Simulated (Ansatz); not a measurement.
A CCSD(T) single point on `CCCC(CC)CC`.

```yaml
crystal:
  periodic: [false, false, false]
  atoms:
    - {symbol: C, position_ang: [-1.251680, -3.213605, -0.515419]}
    - {symbol: C, position_ang: [-1.283707, -1.697645, -0.608226]}
    - {symbol: C, position_ang: [-0.241767, -1.037190, 0.281718]}
    - {symbol: C, position_ang: [-0.285522, 0.490254, 0.303065]}
    - {symbol: C, position_ang: [0.117150, 1.084170, -1.046621]}
    - {symbol: C, position_ang: [0.042147, 2.600278, -1.115596]}
    - {symbol: C, position_ang: [0.530506, 1.053187, 1.470689]}
    - {symbol: C, position_ang: [2.031884, 0.826371, 1.383512]}
    - {symbol: H, position_ang: [-2.006971, -3.672993, -1.157346]}
    - {symbol: H, position_ang: [-1.436328, -3.549642, 0.509049]}
    - {symbol: H, position_ang: [-0.276187, -3.605476, -0.817791]}
    - {symbol: H, position_ang: [-2.278714, -1.332447, -0.326844]}
    - {symbol: H, position_ang: [-1.133848, -1.398522, -1.650295]}
    - {symbol: H, position_ang: [0.755513, -1.373589, -0.027783]}
    - {symbol: H, position_ang: [-0.378992, -1.405795, 1.306277]}
    - {symbol: H, position_ang: [-1.330278, 0.781276, 0.486422]}
    - {symbol: H, position_ang: [1.131293, 0.752607, -1.298849]}
    - {symbol: H, position_ang: [-0.532047, 0.665494, -1.821023]}
    - {symbol: H, position_ang: [0.241859, 2.957460, -2.128509]}
    - {symbol: H, position_ang: [-0.951059, 2.958447, -0.828513]}
    - {symbol: H, position_ang: [0.767743, 3.077393, -0.452802]}
    - {symbol: H, position_ang: [0.335242, 2.126186, 1.562090]}
    - {symbol: H, position_ang: [0.152481, 0.603506, 2.395586]}
    - {symbol: H, position_ang: [2.279978, -0.236255, 1.329112]}
    - {symbol: H, position_ang: [2.535924, 1.234582, 2.262511]}
    - {symbol: H, position_ang: [2.465381, 1.311928, 0.505567]}
basis:
  gaussian: {orbitals: def2-TZVPP}
correlation: {method: ccsd_t}
```

```sh
$ ansatz run in.yaml --threads 6 --pin off --events-out ev --progress --plain --backend cuda
```

Output of Ansatz, abridged:

```
Functional definition: HF
2874 factors; integrals over basis functions are off by at most 1.1e-3 eV
mean field evaluation 1: about -8524.3362 eV, gradient 5.1e1 eV
mean field evaluation 2: about -8524.6800 eV, gradient 5.1e1 eV
mean field evaluation 4: about -8531.9079 eV, gradient 5.5e0 eV
mean field evaluation 8: about -8532.0129 eV, gradient 2.9e-1 eV
mean field -8532.01318891 eV, -313.5457014863 hartree, gradient 1.8e-6 eV, S^2 0.000000; 0 other end points of the search recorded, 0 dependent functions left out
8 core orbitals not correlated: weight in the atoms' cores, before any rotation towards them, 1.000 or more for the frozen orbitals, at most 0.000 for the correlated occupied ones
reference -8532.01318891 eV, -313.5457014863 hartree; 25, 25 occupied and 467, 467 virtual orbitals, 2874 factors
second order -38.65964143 eV of doubles, -0.00000000 eV of singles
cycle   1  -40.07366769 eV  change    -1.4e0 eV  update   1.2e-1
cycle   2  -40.99493771 eV  change   -9.2e-1 eV  update   3.2e-2
cycle   3  -41.12302642 eV  change   -1.3e-1 eV  update   1.2e-2
cycle   4  -41.12004174 eV  change    3.0e-3 eV  update   2.6e-3
cycle   5  -41.12077463 eV  change   -7.3e-4 eV  update   8.4e-4
cycle   6  -41.12105971 eV  change   -2.9e-4 eV  update   2.1e-4
cycle   7  -41.12101921 eV  change    4.0e-5 eV  update   6.0e-5
perturbative correction -1.62000333 eV, -0.0595340242 hartree
Total energy: -8574.75421145 eV, -315.1164050936 hartree
```

Run time 27 s (6 threads of an AMD EPYC 7R13 on a shared host and a share of an NVIDIA H100 80 GB); peak host memory 2.6 GiB.

MP2 recovers 90.5 % of the CCSD(T) correlation energy and the triples give 3.8 %; T1 = 0.0086.
